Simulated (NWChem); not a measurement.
Everything below was run with NWChem. System: Na, charge 0, spin multiplicity 2. Its SCF solution wasn't tested for a lower state. Level: UHF/def2-TZVP.

The NWChem input:

```
start mol
memory heap 200 mb stack 900 mb global 1100 mb
geometry units angstroms nocenter noautoz
  Na     0.000000     0.000000     0.000000
  symmetry group D2h
end
basis spherical
  * library def2-tzvp
end
scf
  uhf
  nopen 1
  maxiter 100
  thresh 1e-7
  semidirect memsize 60000000 filesize 0
  # guess.movecs holds the orbitals of an unrestricted PBE0 run
  vectors input guess.movecs output mol.movecs
end
task scf energy
```

NWChem printed:

```
             Northwest Computational Chemistry Package (NWChem) 7.3.0
             --------------------------------------------------------

                                NWChem Input Module
                                -------------------

 Scaling coordinates for geometry "geometry" by  1.889725989
 (inverse scale =  0.529177249)

                             Geometry "geometry" -> ""
                             -------------------------

 Output coordinates in angstroms (scale by  1.889725989 to convert to a.u.)

  No.       Tag          Charge          X              Y              Z
 ---- ---------------- ---------- -------------- -------------- --------------
    1 Na                  11.0000     0.00000000     0.00000000     0.00000000

 Effective nuclear repulsion energy (a.u.)       0.0000000000

            Nuclear Dipole moment (a.u.)
            ----------------------------
        X                 Y               Z
 ---------------- ---------------- ----------------
     0.0000000000     0.0000000000     0.0000000000

      Symmetry information
      --------------------

 Group name             D2h
 Group number             26
 Group order               8
 No. of unique centers     1

      Symmetry unique atoms

     1


 Summary of "ao basis" -> "" (spherical)
 ------------------------------------------------------------------------------
       Tag                 Description            Shells   Functions and Types
 ---------------- ------------------------------  ------  ---------------------
 *                         def2-tzvp                  on all atoms

 Summary of "ao basis" -> "ao basis" (spherical)
 ------------------------------------------------------------------------------
       Tag                 Description            Shells   Functions and Types
 ---------------- ------------------------------  ------  ---------------------
 Na                        def2-tzvp                12       32   5s4p3d

                                 NWChem SCF Module
                                 -----------------

  ao basis        = "ao basis"
  functions       =    32
  atoms           =     1
  alpha electrons =     6
  beta  electrons =     5
  charge          =   0.00
  wavefunction    = UHF
  use symmetry    = T
  symmetry adapt  = T

 Summary of "ao basis" -> "ao basis" (spherical)
 ------------------------------------------------------------------------------
       Tag                 Description            Shells   Functions and Types
 ---------------- ------------------------------  ------  ---------------------
 Na                        def2-tzvp                12       32   5s4p3d

      Symmetry analysis of basis
      --------------------------

        ag         11
        au          0
        b1g         3
        b1u         4
        b2g         3
        b2u         4
        b3g         3
        b3u         4

 Forming initial guess at       0.0s

   Symmetry analysis of molecular orbitals - initial alpha
   -------------------------------------------------------

  Numbering of irreducible representations:

     1 ag          2 au          3 b1g         4 b1u         5 b2g
     6 b2u         7 b3g         8 b3u

  Orbital symmetries:

     1 ag          2 ag          3 b2u         4 b3u         5 b1u
     6 ag          7 b1u         8 b2u         9 b3u        10 ag
    11 b2u        12 b3u        13 b1u        14 ag         15 b2g
    16 b3g

   Symmetry analysis of molecular orbitals - initial beta
   ------------------------------------------------------

  Numbering of irreducible representations:

     1 ag          2 au          3 b1g         4 b1u         5 b2g
     6 b2u         7 b3g         8 b3u

  Orbital symmetries:

     1 ag          2 ag          3 b3u         4 b2u         5 b1u
     6 ag          7 b2u         8 b3u         9 b1u        10 ag
    11 b2u        12 b3u        13 b1u        14 ag         15 ag
    16 b1g

 Starting SCF solution at       0.0s

 ----------------------------------------------
         Quadratically convergent UHF

 Convergence threshold     :          1.000E-07
 Maximum no. of iterations :          100
 Integral*density screening:          1.000E-09
 ----------------------------------------------

              iter       energy          gnorm     gmax       time
             ----- ------------------- --------- --------- --------
                 1     -161.8502021602  2.50D-01  1.57D-01      0.1
                 2     -161.8517476388  2.72D-02  1.01D-02      0.1
                 3     -161.8518534954  1.85D-04  8.22D-05      0.1
                 4     -161.8518535013  2.98D-09  2.03D-09      0.2

       Final UHF  results
       ------------------

         Total SCF energy =   -161.851853501328
      One electron energy =   -227.867477279491
      Two electron energy =     66.015623778162
 Nuclear repulsion energy =      0.000000000000

                       Sz =      0.5000
                 Sz(Sz+1) =      0.7500
                      S^2 =      0.7501

        Time for solution =      0.1s

       Symmetry analysis of molecular orbitals - alpha
       -----------------------------------------------

  Numbering of irreducible representations:

     1 ag          2 au          3 b1g         4 b1u         5 b2g
     6 b2u         7 b3g         8 b3u

  Orbital symmetries:

     1 ag          2 ag          3 b2u         4 b3u         5 b1u
     6 ag          7 b1u         8 b2u         9 b3u        10 ag
    11 b1u        12 b3u        13 b2u        14 ag         15 b2g
    16 b3g

       Symmetry analysis of molecular orbitals - beta
       ----------------------------------------------

  Numbering of irreducible representations:

     1 ag          2 au          3 b1g         4 b1u         5 b2g
     6 b2u         7 b3g         8 b3u

  Orbital symmetries:

     1 ag          2 ag          3 b2u         4 b3u         5 b1u
     6 ag          7 b1u         8 b2u         9 b3u        10 ag
    11 b1u        12 b2u        13 b3u        14 ag         15 b3g
    16 b2g

          Final alpha eigenvalues
          -----------------------

              1
    1  -40.4780
    2   -2.8007
    3   -1.5188
    4   -1.5188
    5   -1.5188
    6   -0.1818
    7    0.0320
    8    0.0320
    9    0.0320
   10    0.0763
   11    0.2234
   12    0.2234
   13    0.2234
   14    0.2714
   15    0.2714
   16    0.2714

          Final beta eigenvalues
          ----------------------

              1
    1  -40.4754
    2   -2.7934
    3   -1.5168
    4   -1.5168
    5   -1.5168
    6    0.0135
    7    0.0606
    8    0.0606
    9    0.0606
   10    0.1155
   11    0.2535
   12    0.2535
   13    0.2535
   14    0.2945
   15    0.2945
   16    0.2945

                    UHF Final Alpha Molecular Orbital Analysis
                    ------------------------------------------

 Vector    4  Occ=1.000000D+00  E=-1.518845D+00  Symmetry=b3u
              MO Center=  6.1D-22, -2.8D-37, -1.5D-36, r^2= 2.3D-01
   Bfn.  Coefficient  Atom+Function         Bfn.  Coefficient  Atom+Function
  ----- ------------  ---------------      ----- ------------  ---------------
     6      0.861997  1 Na px                 9      0.227547  1 Na px

 Vector    5  Occ=1.000000D+00  E=-1.518845D+00  Symmetry=b1u
              MO Center=  8.4D-39,  6.4D-39, -3.3D-22, r^2= 2.3D-01
   Bfn.  Coefficient  Atom+Function         Bfn.  Coefficient  Atom+Function
  ----- ------------  ---------------      ----- ------------  ---------------
     8      0.861997  1 Na pz                11      0.227547  1 Na pz

 Vector    6  Occ=1.000000D+00  E=-1.818010D-01  Symmetry=ag
              MO Center= -1.4D-25, -4.1D-25,  1.5D-24, r^2= 5.8D+00
   Bfn.  Coefficient  Atom+Function         Bfn.  Coefficient  Atom+Function
  ----- ------------  ---------------      ----- ------------  ---------------
     4      0.782758  1 Na s                  5      0.295028  1 Na s
     3     -0.240656  1 Na s

 Vector    7  Occ=0.000000D+00  E= 3.198118D-02  Symmetry=b1u
              MO Center=  2.0D-38,  1.6D-39,  7.1D-22, r^2= 1.1D+01
   Bfn.  Coefficient  Atom+Function         Bfn.  Coefficient  Atom+Function
  ----- ------------  ---------------      ----- ------------  ---------------
    14      0.984114  1 Na pz

 Vector    8  Occ=0.000000D+00  E= 3.198118D-02  Symmetry=b2u
              MO Center= -6.9D-44,  3.7D-25, -3.8D-44, r^2= 1.1D+01
   Bfn.  Coefficient  Atom+Function         Bfn.  Coefficient  Atom+Function
  ----- ------------  ---------------      ----- ------------  ---------------
    13      0.984114  1 Na py

 Vector    9  Occ=0.000000D+00  E= 3.198118D-02  Symmetry=b3u
              MO Center=  1.2D-25, -2.3D-44, -1.2D-44, r^2= 1.1D+01
   Bfn.  Coefficient  Atom+Function         Bfn.  Coefficient  Atom+Function
  ----- ------------  ---------------      ----- ------------  ---------------
    12      0.984114  1 Na px

                     UHF Final Beta Molecular Orbital Analysis
                     -----------------------------------------

 Vector    3  Occ=1.000000D+00  E=-1.516775D+00  Symmetry=b2u
              MO Center= -3.4D-33,  7.7D-17, -3.7D-33, r^2= 2.3D-01
   Bfn.  Coefficient  Atom+Function         Bfn.  Coefficient  Atom+Function
  ----- ------------  ---------------      ----- ------------  ---------------
     7      0.863244  1 Na py                10      0.227160  1 Na py

 Vector    4  Occ=1.000000D+00  E=-1.516775D+00  Symmetry=b3u
              MO Center=  9.6D-18, -5.3D-34, -4.2D-34, r^2= 2.3D-01
   Bfn.  Coefficient  Atom+Function         Bfn.  Coefficient  Atom+Function
  ----- ------------  ---------------      ----- ------------  ---------------
     6      0.863244  1 Na px                 9      0.227160  1 Na px

 Vector    5  Occ=1.000000D+00  E=-1.516775D+00  Symmetry=b1u
              MO Center= -1.7D-30, -1.7D-30,  4.5D-20, r^2= 2.3D-01
   Bfn.  Coefficient  Atom+Function         Bfn.  Coefficient  Atom+Function
  ----- ------------  ---------------      ----- ------------  ---------------
     8      0.863244  1 Na pz                11      0.227160  1 Na pz

 Vector    6  Occ=0.000000D+00  E= 1.346735D-02  Symmetry=ag
              MO Center= -3.1D-21, -3.9D-20, -2.4D-23, r^2= 1.2D+01
   Bfn.  Coefficient  Atom+Function         Bfn.  Coefficient  Atom+Function
  ----- ------------  ---------------      ----- ------------  ---------------
     5      1.103745  1 Na s

 Vector    7  Occ=0.000000D+00  E= 6.063735D-02  Symmetry=b1u
              MO Center= -1.7D-39, -1.7D-39,  6.4D-23, r^2= 1.3D+01
   Bfn.  Coefficient  Atom+Function         Bfn.  Coefficient  Atom+Function
  ----- ------------  ---------------      ----- ------------  ---------------
    14      1.094565  1 Na pz

 Vector    8  Occ=0.000000D+00  E= 6.063735D-02  Symmetry=b2u
              MO Center=  5.8D-36,  1.4D-20,  4.2D-37, r^2= 1.3D+01
   Bfn.  Coefficient  Atom+Function         Bfn.  Coefficient  Atom+Function
  ----- ------------  ---------------      ----- ------------  ---------------
    13      1.094565  1 Na py

 center of mass
 --------------
 x =   0.00000000 y =   0.00000000 z =   0.00000000

 moments of inertia (a.u.)
 ------------------
           0.000000000000           0.000000000000           0.000000000000
           0.000000000000           0.000000000000           0.000000000000
           0.000000000000           0.000000000000           0.000000000000

  Mulliken analysis of the total density
  --------------------------------------

    Atom       Charge   Shell Charges
 -----------   ------   -------------------------------------------------------
    1 Na  11    11.00   2.00  0.67  1.32  0.74  0.27  5.07  0.92 -0.00  0.01  0.00  0.00 -0.00

  Mulliken analysis of the alpha density
  --------------------------------------

    Atom       Charge   Shell Charges
 -----------   ------   -------------------------------------------------------
    1 Na  11     6.00   1.00  0.34  0.65  0.74  0.27  2.53  0.46 -0.00  0.01  0.00  0.00 -0.00

   Mulliken analysis of the beta density
   -------------------------------------

    Atom       Charge   Shell Charges
 -----------   ------   -------------------------------------------------------
    1 Na  11     5.00   1.00  0.33  0.67  0.00 -0.00  2.54  0.46 -0.00  0.00  0.00  0.00 -0.00

   Mulliken analysis of the spin density
   -------------------------------------

    Atom       Charge   Shell Charges
 -----------   ------   -------------------------------------------------------
    1 Na  11     1.00   0.00  0.01 -0.01  0.74  0.27 -0.01  0.00 -0.00  0.00 -0.00 -0.00  0.00

       Multipole analysis of the density wrt the origin
       ------------------------------------------------

     L   x y z        total         alpha         beta         nuclear
     -   - - -        -----         -----         ----         -------
     0   0 0 0     -0.000000     -6.000000     -5.000000     11.000000

     1   1 0 0      0.000000     -0.000000      0.000000      0.000000
     1   0 1 0     -0.000000      0.000000     -0.000000      0.000000
     1   0 0 1     -0.000000      0.000000     -0.000000      0.000000

     2   2 0 0     -9.085734     -8.011379     -1.074355      0.000000
     2   1 1 0      0.000000      0.000000      0.000000      0.000000
     2   1 0 1      0.000000      0.000000      0.000000      0.000000
     2   0 2 0     -9.085734     -8.011379     -1.074355      0.000000
     2   0 1 1      0.000000      0.000000      0.000000      0.000000
     2   0 0 2     -9.085734     -8.011379     -1.074355      0.000000

 Task  times  cpu:        0.1s     wall:        0.1s

 Total times  cpu:        0.2s     wall:        0.2s
```
